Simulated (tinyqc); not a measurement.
Worked calculation: RHF in the sto-6g basis, for H2O, spin multiplicity 1. One step of it, computed by the program tinyqc.

Question. Iteration 1: building the Fock matrix. J_ij = sum D_kl (ij|kl), K_ij = sum D_kl (ik|jl); F = H + J - 0.5 K; E = tr D H + tr D J / 2 - 0.25 tr D K + E_nn.

D at the start, lower triangle:
```
            1O 1s      1O 2s    1O 2px     1O 2py     1O 2pz     2H 1s     3H 1s
1O 1s    2.125340
1O 2s   -0.571606   2.593505
1O 2px   0.000000   0.000000  2.000000
1O 2py   0.000000   0.000000  0.000000   2.333461
1O 2pz  -0.040139   0.245976  0.000000   0.000000   2.122814
2H 1s    0.077950  -0.340653  0.000000  -0.346480  -0.198100  0.109291
3H 1s    0.077950  -0.340653  0.000000   0.346480  -0.198100  0.006398  0.109291
```

core Hamiltonian H = T + V (hartree), lower triangle:
```
             1O 1s      1O 2s     1O 2px     1O 2py     1O 2pz      2H 1s      3H 1s
1O 1s   -32.941633
1O 2s    -7.280881  -9.160441
1O 2px    0.000000   0.000000  -7.403394
1O 2py    0.000000   0.000000   0.000000  -7.546650
1O 2pz   -0.014958  -0.170994   0.000000   0.000000  -7.463983
2H 1s    -1.428975  -3.187967   0.000000  -1.913119  -1.289751  -4.710964
3H 1s    -1.428975  -3.187967   0.000000   1.913119  -1.289751  -1.088591  -4.710964
```

Two-electron integrals (ij|kl) in chemists' order, unique and non-zero (hartree):
```
(11|11) 4.787491    (21|11) 0.675884    (21|21) 0.121505    (22|11) 1.117379
(22|21) 0.249212    (22|22) 0.817383    (31|31) 0.025762    (32|31) 0.039145
(32|32) 0.180664    (33|11) 1.117381    (33|21) 0.249212    (33|22) 0.817382
(33|33) 0.880663    (41|41) 0.025762    (42|41) 0.039145    (42|42) 0.180664
(43|43) 0.047461    (44|11) 1.117381    (44|21) 0.249212    (44|22) 0.817382
(44|33) 0.785741    (44|44) 0.880663    (51|51) 0.025762    (52|51) 0.039145
(52|52) 0.180664    (53|53) 0.047461    (54|54) 0.047461    (55|11) 1.117381
(55|21) 0.249212    (55|22) 0.817382    (55|33) 0.785741    (55|44) 0.785741
(55|55) 0.880663    (61|11) 0.140440    (61|21) 0.024202    (61|22) 0.048561
(61|33) 0.048457    (61|41) 0.000993    (61|42) 0.001941    (61|44) 0.048677
(61|51) 0.000646    (61|52) 0.001263    (61|54) 0.000143    (61|55) 0.048550
(61|61) 0.004913    (62|11) 0.344907    (62|21) 0.078019    (62|22) 0.283767
(62|33) 0.279029    (62|41) 0.005241    (62|42) 0.038864    (62|44) 0.289019
(62|51) 0.003409    (62|52) 0.025275    (62|54) 0.006497    (62|55) 0.283254
(62|61) 0.015627    (62|62) 0.123135    (63|31) 0.008621    (63|32) 0.048687
(63|43) 0.007996    (63|53) 0.005200    (63|63) 0.017306    (64|11) 0.210178
(64|21) 0.048213    (64|22) 0.187031    (64|33) 0.178636    (64|41) 0.011449
(64|42) 0.072805    (64|44) 0.201088    (64|51) 0.001839    (64|52) 0.015685
(64|54) 0.009402    (64|55) 0.181368    (64|61) 0.010093    (64|62) 0.098673
(64|64) 0.095501    (65|11) 0.136688    (65|21) 0.031355    (65|22) 0.121634
(65|33) 0.116174    (65|41) 0.001839    (65|42) 0.015685    (65|44) 0.120375
(65|51) 0.009817    (65|52) 0.058888    (65|54) 0.010729    (65|55) 0.128352
(65|61) 0.006564    (65|62) 0.064171    (65|64) 0.050853    (65|65) 0.050378
(66|11) 0.491881    (66|21) 0.113337    (66|22) 0.471823    (66|33) 0.453093
(66|41) 0.009775    (66|42) 0.099407    (66|44) 0.492581    (66|51) 0.006357
(66|52) 0.064649    (66|54) 0.025680    (66|55) 0.469794    (66|61) 0.022930
(66|62) 0.260792    (66|64) 0.238514    (66|65) 0.155115    (66|66) 0.774999
(71|11) 0.140440    (71|21) 0.024202    (71|22) 0.048561    (71|33) 0.048457
(71|41) -0.000993   (71|42) -0.001941   (71|44) 0.048677    (71|51) 0.000646
(71|52) 0.001263    (71|54) -0.000143   (71|55) 0.048550    (71|61) 0.004831
(71|62) 0.015040    (71|64) 0.008864    (71|65) 0.006319    (71|66) 0.021766
(71|71) 0.004913    (72|11) 0.344907    (72|21) 0.078019    (72|22) 0.283767
(72|33) 0.279029    (72|41) -0.005241   (72|42) -0.038864   (72|44) 0.289019
(72|51) 0.003409    (72|52) 0.025275    (72|54) -0.006497   (72|55) 0.283254
(72|61) 0.015040    (72|62) 0.097057    (72|64) 0.054069    (72|65) 0.049064
(72|66) 0.165217    (72|71) 0.015627    (72|72) 0.123135    (73|31) 0.008621
(73|32) 0.048687    (73|43) -0.007996   (73|53) 0.005200    (73|63) 0.013116
(73|73) 0.017306    (74|11) -0.210178   (74|21) -0.048213   (74|22) -0.187031
(74|33) -0.178636   (74|41) 0.011449    (74|42) 0.072805    (74|44) -0.201088
(74|51) -0.001839   (74|52) -0.015685   (74|54) 0.009402    (74|55) -0.181368
(74|61) -0.008864   (74|62) -0.054069   (74|64) -0.017649   (74|65) -0.026762
(74|66) -0.083264   (74|71) -0.010093   (74|72) -0.098673   (74|74) 0.095501
(75|11) 0.136688    (75|21) 0.031355    (75|22) 0.121634    (75|33) 0.116174
(75|41) -0.001839   (75|42) -0.015685   (75|44) 0.120375    (75|51) 0.009817
(75|52) 0.058888    (75|54) -0.010729   (75|55) 0.128352    (75|61) 0.006319
(75|62) 0.049064    (75|64) 0.026762    (75|65) 0.037506    (75|66) 0.090993
(75|71) 0.006564    (75|72) 0.064171    (75|74) -0.050853   (75|75) 0.050378
(76|11) 0.108875    (76|21) 0.024845    (76|22) 0.097099    (76|33) 0.095099
(76|44) 0.097230    (76|51) 0.001758    (76|52) 0.015156    (76|55) 0.098969
(76|61) 0.004908    (76|62) 0.040775    (76|64) 0.028362    (76|65) 0.023916
(76|66) 0.087392    (76|71) 0.004908    (76|72) 0.040775    (76|74) -0.028362
(76|75) 0.023916    (76|76) 0.016519    (77|11) 0.491881    (77|21) 0.113337
(77|22) 0.471823    (77|33) 0.453093    (77|41) -0.009775   (77|42) -0.099407
(77|44) 0.492581    (77|51) 0.006357    (77|52) 0.064649    (77|54) -0.025680
(77|55) 0.469794    (77|61) 0.021766    (77|62) 0.165217    (77|64) 0.083264
(77|65) 0.090993    (77|66) 0.298865    (77|71) 0.022930    (77|72) 0.260792
(77|74) -0.238514   (77|75) 0.155115    (77|76) 0.087392    (77|77) 0.774999
```

nuclear repulsion = 8.38547184 hartree

Give: Coulomb J; exchange K; Fock matrix F; total energy of this density.

Answer.

Coulomb J (hartree), lower triangle:
```
          1O 1s    1O 2s  1O 2px   1O 2py  1O 2pz   2H 1s   3H 1s
1O 1s   18.7975
1O 2s    3.3876   8.8643
1O 2px   0.0000   0.0000  8.8681
1O 2py   0.0000   0.0000  0.0000   8.8604
1O 2pz   0.0038  -0.0024  0.0000   0.0000  8.8643
2H 1s    0.6782   2.9769  0.0000   1.9210  1.2475  4.7384
3H 1s    0.6782   2.9769  0.0000  -1.9210  1.2475  0.9963  4.7384
```

exchange K (hartree), lower triangle:
```
         1O 1s   1O 2s  1O 2px   1O 2py  1O 2pz   2H 1s   3H 1s
1O 1s   9.8939
1O 2s   1.5955  2.8516
1O 2px  0.0000  0.0000  2.3765
1O 2py  0.0000  0.0000  0.0000   2.3681
1O 2pz  0.0012  0.0030  0.0000   0.0000  2.3714
2H 1s   0.3430  0.8326  0.0000   0.4005  0.2597  0.3773
3H 1s   0.3430  0.8326  0.0000  -0.4005  0.2597  0.2105  0.3773
```

Fock matrix F (hartree), lower triangle:
```
           1O 1s    1O 2s  1O 2px   1O 2py   1O 2pz    2H 1s    3H 1s
1O 1s   -19.0910
1O 2s    -4.6911  -1.7219
1O 2px    0.0000   0.0000  0.2765
1O 2py    0.0000   0.0000  0.0000   0.1297
1O 2pz   -0.0118  -0.1749  0.0000   0.0000   0.2146
2H 1s    -0.9222  -0.6274  0.0000  -0.1924  -0.1721  -0.1612
3H 1s    -0.9222  -0.6274  0.0000   0.1924  -0.1721  -0.1975  -0.1612
```

total energy of this density = -74.005121 hartree

This density is the starting one.
